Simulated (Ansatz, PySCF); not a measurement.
Bond stretch in CH6Si, SMILES C[SiH3]. The C2–H8 bond (C2 also carries H, H, Si; H8 carries nothing else) is varied alone, starting from the PBE0/def2-TZVP optimised geometry. Each curve is given relative to its own lowest point near equilibrium.

| R / Å | A | B | C | D |
|---|---|---|---|---|
| 0.90 | 102.2 | 103.4 | 104.0 | 91.8 |
| 0.96 | 44.4 | 41.5 | 45.8 | 38.4 |
| 1.03 | 9.8 | 6.6 | 10.5 | 7.5 |
| 1.05 | 4.8 | 2.4 | 5.3 | 3.4 |
| 1.09 | 0.0 | 0.0 | 0.0 | 0.0 |
| 1.13 | 0.9 | 4.6 | 0.4 | 2.0 |
| 1.17 | 6.4 | 15.0 | 5.3 | 8.4 |
| 1.24 | 24.2 | 44.0 | 21.9 | 27.1 |
| 1.32 | 53.2 | 89.5 | 49.2 | 56.5 |
| 1.43 | 101.4 | 165.8 | 94.6 | 104.8 |
| 1.58 | 172.8 | 282.5 | 160.6 | 175.7 |
| 1.78 | 299.8 | 390.7 | 245.1 | 268.4 |
| 2.04 | 395.8 | 451.5 | 335.7 | 376.2 |
| 2.32 | 435.8 | 476.1 | 405.0 | 440.2 |
| 2.67 | 453.7 | 486.3 | 448.0 | 467.9 |
| 3.20 | 461.1 | 490.0 | 462.0 | — |

Energies in kJ/mol.

### Question
Which curve belongs to which method? The methods are CCSD(T) on UHF/cc-pVDZ, frozen core (Ansatz, a quantum-chemistry and plane-wave program); unrestricted Hartree-Fock/STO-3G (PySCF 2.14.0); unrestricted M06-2X/6-31G*, spherical d (PySCF); MP2 on UHF/cc-pVDZ, frozen core run with Ansatz.

### Answer
A is UMP2; B is UHF/STO-3G; C is UCCSD(T); D is UKS-M06-2X/6-31G*.

Dashes: no converged value, or the column stops at the first point that the program doubted or that broke a chosen test of continuity, which isn't proof of a fault.

The unrestricted determinant behind UMP2, UCCSD(T) is spin-contaminated at 1.78 to 3.20 Å (<S²> up to 1.0, against 0.00 for a pure singlet). The unrestricted solution behind UKS-M06-2X/6-31G* changes between 2.67 and 3.20 Å, which can leave a kink. The unrestricted determinant behind UKS-M06-2X/6-31G* is spin-contaminated at 2.32 to 2.67 Å (<S²> up to 0.9, against 0.00 for a pure singlet). The unrestricted determinant behind UHF/STO-3G is spin-contaminated at 1.58 to 3.20 Å (<S²> up to 1.0, against 0.00 for a pure singlet).
